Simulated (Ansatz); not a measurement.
# SiH3F (SMILES F[SiH3]): MP2/STO-3G

Aim: the energy change on altering one bond length of SiH3F at MP2/STO-3G, from 2 runs. 

Program for the calculation: Ansatz 0.2.0.

57 further runs of the same task are left out: 2 that didn't finish, 55 set aside as unsound or not needed.

### 1 The molecule

SiH3F has 5 atoms, charge 0, and is taken as a singlet. As SMILES, `F[SiH3]`. The coordinates come from a PBE0-D4/def2-TZVP relaxation.

Bond lengths: F1–Si2 1.600 Å, Si2–H3 1.482 Å, Si2–H4 1.482 Å, Si2–H5 1.482 Å. Angles: F1–Si2–H3 108.3°, F1–Si2–H4 108.3°, F1–Si2–H5 108.3°, H3–Si2–H4 110.6°, H3–Si2–H5 110.6°, H4–Si2–H5 110.6°.

### 2 A single-point energy at MP2/STO-3G

Input file run.yaml:

```yaml
crystal:
  periodic: [false, false, false]
  atoms:
    - {symbol: F, position_ang: [-1.274600, 0.162800, 0.858000]}
    - {symbol: Si, position_ang: [0.043300, -0.019300, -0.030700]}
    - {symbol: H, position_ang: [-0.367800, -0.192600, -1.443700]}
    - {symbol: H, position_ang: [0.768600, -1.217900, 0.451600]}
    - {symbol: H, position_ang: [0.880500, 1.193400, 0.123400]}
basis:
  gaussian:
    orbitals: STO-3G
correlation:
  method: mp2
  frozen_orbitals: {F: 1, H: 0, Si: 5}
accuracy: high
```

Launch:

```sh
$ ansatz run run.yaml --threads 1 --pin off --max-ram 2610MiB --events-out events.jsonl --progress --plain --runs-dir runs
```

The log of the run:

```text
Warning: RAYON_NUM_THREADS=1 ignored (pool sized by the plan → 1); use --threads N
Functional definition: HF
  name "HF"
  exchange = exact_x
  correlation = 0
291 factors; integrals over basis functions are off by at most 3.3e-8 eV
mean field evaluation 1: about -10485.5566 eV, gradient 1.6e1 eV
mean field evaluation 2: about -10485.5753 eV, gradient 1.6e1 eV
mean field evaluation 4: about -10486.8668 eV, gradient 9.9e-1 eV
mean field evaluation 8: about -10486.8730 eV, gradient 2.0e-6 eV
mean field -10486.87298358 eV, -385.3854738887 hartree, gradient 3.3e-8 eV, S^2 0.000000; 0 other end points of the search recorded, 0 dependent functions left out
6 core orbitals not correlated: weight in the atoms' cores, before any rotation towards them, 1.000 or more for the frozen orbitals, at most 0.000 for the correlated occupied ones
reference -10486.87298358 eV, -385.3854738887 hartree; 7, 7 occupied and 4, 4 virtual orbitals, 291 factors
second order -1.52060413 eV of doubles, -0.00000000 eV of singles
Total energy: -10488.39358771 eV, -385.4413550597 hartree
```

Wall time 0.14 s (1 thread of Intel Xeon Platinum 8259CL at 2.50GHz (Skylake/Cascade Lake), shared host).

### 3 The distorted shape at the same level

Input file run.yaml:

```yaml
crystal:
  periodic: [false, false, false]
  atoms:
    - symbol: F
      position_ang: [-1.171824, 0.206125, 1.211253]
    - symbol: Si
      position_ang: [0.146076, 0.024025, 0.322553]
    - symbol: H
      position_ang: [-0.367800, -0.192600, -1.443700]
    - symbol: H
      position_ang: [0.871376, -1.174575, 0.804853]
    - symbol: H
      position_ang: [0.983276, 1.236725, 0.476653]
basis:
  gaussian: {orbitals: STO-3G}
total_charge: 0
correlation: {method: mp2, frozen_orbitals: {F: 1, H: 0, Si: 5}}
accuracy: high
```

Launch:

```sh
$ ansatz run run.yaml --threads 1 --pin off --max-ram 2610MiB --events-out events.jsonl --progress --plain --runs-dir runs
```

The log of the run:

```text
Warning: RAYON_NUM_THREADS=1 ignored (pool sized by the plan → 1); use --threads N
[... 4 set-up lines as earlier in the session ...]
291 factors; integrals over basis functions are off by at most 4.2e-8 eV
mean field evaluation 1: about -10483.7113 eV, gradient 1.7e1 eV
mean field evaluation 2: about -10483.7248 eV, gradient 1.7e1 eV
mean field evaluation 4: about -10485.2120 eV, gradient 1.1e0 eV
mean field evaluation 8: about -10485.2192 eV, gradient 3.1e-6 eV
mean field -10485.21919666 eV, -385.3246983403 hartree, gradient 7.2e-8 eV, S^2 0.000000; 0 other end points of the search recorded, 0 dependent functions left out
6 core orbitals not correlated: weight in the atoms' cores, before any rotation towards them, 1.000 or more for the frozen orbitals, at most 0.000 for the correlated occupied ones
reference -10485.21919666 eV, -385.3246983403 hartree; 7, 7 occupied and 4, 4 virtual orbitals, 291 factors
second order -1.76964650 eV of doubles, -0.00000000 eV of singles
Total energy: -10486.98884316 eV, -385.3897316497 hartree
```

Wall time 0.14 s (1 thread of Intel Xeon Platinum 8259CL at 2.50GHz (Skylake/Cascade Lake), shared host).

### 4 Results

Level: MP2/STO-3G, 6 core orbitals frozen.

```
                                                          quantity          value
                                         first shape: total energy  -385.44136 Eh
          first shape: correlation energy (6 core orbitals frozen)      -55.9 mEh
                                     distorted shape: total energy  -385.38973 Eh
      distorted shape: correlation energy (6 core orbitals frozen)      -65.0 mEh
energy change with the Si2–H3 bond stretched from 1.482 to 1.852 Å       1.405 eV
```

What this shows: With the Si2–H3 bond stretched from 1.482 to 1.852 Å the energy rises by 1.40 eV (136 kJ/mol). The first shape isn't relaxed at this level, so the change isn't measured from a minimum. The minimal basis adds a large error of its own.
